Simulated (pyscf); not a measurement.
**Hydrogen abstraction: HS–GeH₃ + H atom (H•) → HS–GeH₂• + hydrogen (H₂)**

Gas phase, doublet surface, charge 0. Bonds broken: Ge2–H4. Bonds formed: H4–H7. Optimised with ωB97X-D3(BJ)/def2-SVP in PySCF.

Transition state (Å):

```xyz
7

S      1.5310    -1.4171     1.8167
Ge     0.8992     0.1267     0.3544
H      0.4892    -2.2357     1.5729
H     -0.4780     0.7689     0.7939
H      0.7501    -0.4830    -1.0482
H      2.0049     1.1881     0.3766
H     -1.7043     1.3301     1.1996
```

One imaginary mode, 690i cm⁻¹; descent along it reached the two sides named.

| bond | change | reactant side (Å) | saddle | product side |
|---|---|---|---|---|
| Ge2–H4 | breaks | 1.536 | 1.582 | 3.2 |
| H4–H7 | forms | 3.4 | 1.408 | 0.760 |

Electronic energies relative to the separated reactants (eV):

```json
[
 {"level": "ωB97X-D3(BJ)/def2-TZVP", "barrier": "0.12", "reaction energy": "-0.89", "reverse barrier": "1.01"},
 {"level": "PBE/def2-TZVP", "barrier": "-0.04", "reaction energy": "-1.03", "reverse barrier": "0.99"},
 {"level": "r²SCAN/def2-TZVP", "barrier": "-0.11", "reaction energy": "-1.07", "reverse barrier": "0.96"},
 {"level": "B3LYP-D3(BJ)/def2-TZVP", "barrier": "-0.06", "reaction energy": "-1.11", "reverse barrier": "1.05"},
 {"level": "PBE0-D3(BJ)/def2-TZVP", "barrier": "0.01", "reaction energy": "-0.93", "reverse barrier": "0.94"},
 {"level": "M06-2X/def2-TZVP", "barrier": "0.14", "reaction energy": "-1.11", "reverse barrier": "1.25"},
 {"level": "ωB97M-D3(BJ)/def2-TZVP", "barrier": "0.12", "reaction energy": "-0.98", "reverse barrier": "1.10"},
 {"level": "HF/def2-TZVP", "barrier": "0.36", "reaction energy": "-0.67", "reverse barrier": "1.02"}
]
```

With ωB97M-D3(BJ)/def2-TZVP energies and thermal terms (ideal gas, 1 atm, RRHO with modes under 100 cm⁻¹ raised to 100, one conformer, R ln 2 for chiral ones without a mode under 150 cm⁻¹), in eV:

```csv
T (K),ΔH‡,ΔG‡,ΔH,ΔG
298,0.07,0.33,-0.94,-1.01
600,0.06,0.60,-0.94,-1.08
900,0.05,0.88,-0.97,-1.14
1200,0.04,1.16,-0.99,-1.19
```

At PBE, r²SCAN, B3LYP-D3(BJ) this geometry lies under the reactants; that is no barrier but a single point on another level's saddle; such a level's own saddle, if it has one, lies nearer that side and is low. This is the saddle that the search found; another between the same sides may lie lower. The angle at the transferred H is 179°. Elements up to Kr have no core potential and no relativistic terms here.
